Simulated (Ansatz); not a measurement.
## 1,1-elimination

Start structure (CH5Al, singlet), relaxed at PBE0-D4/def2-TZVP:

Al1  (-0.083, 0.840, 0.633)
C2  (0.091, -0.704, -0.546)
H3  (0.979, 2.023, 0.613)
H4  (-1.310, 0.930, 1.641)
H5  (0.974, -0.660, -1.187)
H6  (0.140, -1.631, 0.036)
H7  (-0.790, -0.798, -1.191)
(Å)

The step: CH₅Al ([CH3][AlH2]) → AlH + CH₄; bonds formed: C2–H3; bonds broken: Al1–C2, Al1–H3. Program: Ansatz 0.2.0. Basis: def2-TZVPP and def2-QZVPP. Cores are frozen in the correlated methods. Extrapolation: Hartree–Fock as exp(−7.88 √X), correlation as X^−2.97. Energies below are by CCSD(T) at an estimated basis limit (MP2 extrapolated from triple and quadruple zeta, plus CCSD(T) − MP2 in triple zeta).

Problem. What are the electronic barrier and the energy of the step, from the start structure to the end structure? (Judge from chemistry; the value comes from the calculation.)

Solution. By the calculation: Barrier 74.31 kcal/mol; step energy 23.80 kcal/mol (uphill); reverse barrier, their difference, 50.51 kcal/mol. Barrier and step energy count from the start structure, the reverse barrier from the end structure.

The saddle point: One imaginary mode of 1310i cm⁻¹.
```csv
pair,start (Å),saddle (Å),end (Å)
C2–H3,3.09,1.72,1.09
Al1–C2,1.95,2.25,3.31
Al1–H3,1.59,1.58,3.32
```

Zero-point energy (harmonic, PBE0-D4): ZPE is 29.96 kcal/mol at the start and 28.63 kcal/mol at the saddle, so the barrier goes from 74.31 to 72.98 kcal/mol.

The T1 diagnostic stays at or below 0.017. The restricted Hartree–Fock reference is unstable towards an unrestricted one at one or more of these structures. A large double-excitation amplitude points to some diradical character; no triplet was computed.

Labels in which every atom is bracketed show which atoms are joined, not bond orders.

For scale, one of the runs: CCSD(T)/def2-TZVPP, 143 basis functions, launched by `ansatz run in.yaml --threads 2 --pin off --events-out ev --progress --plain --max-ram 4352MiB`. Hardware: 2 CPU threads of an Intel Xeon Platinum 8375C, shared host. Wall time 13 s; peak host memory 0.79 GiB.
